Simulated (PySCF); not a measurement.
chloromethane (CH₃Cl), SMILES CCl. Heavy atoms are numbered as in [CH3:1][Cl:2]. Hydrogens are named by the atom that carries them.

Geometry: ωB97X-D3(BJ)/def2-TZVP.

Method: ωB97X/def2-TZVPD (PySCF).

Mulliken values depend strongly on the basis, most of all with diffuse functions as here. ESP charges are fitted to the potential on shells at 1.4 to 2.0 van der Waals radii. Atomic charges (e), one atom of each kind:

| atom | IAO | ESP fit | Mulliken |
|---|---|---|---|
| C1 (CH3) | -0.40 | [?] | -0.53 |
| Cl2 | -0.11 | [?] | -0.19 |
| H on C1 | 0.17 | [?] | 0.24 |

**Question.** Fill in the missing entries. (Estimate from the structure and the level; the computed values follow.)

**Answer.** 
- C1 (CH3), ESP fit: -0.46
- Cl2, ESP fit: -0.12
- H on C1, ESP fit: 0.19
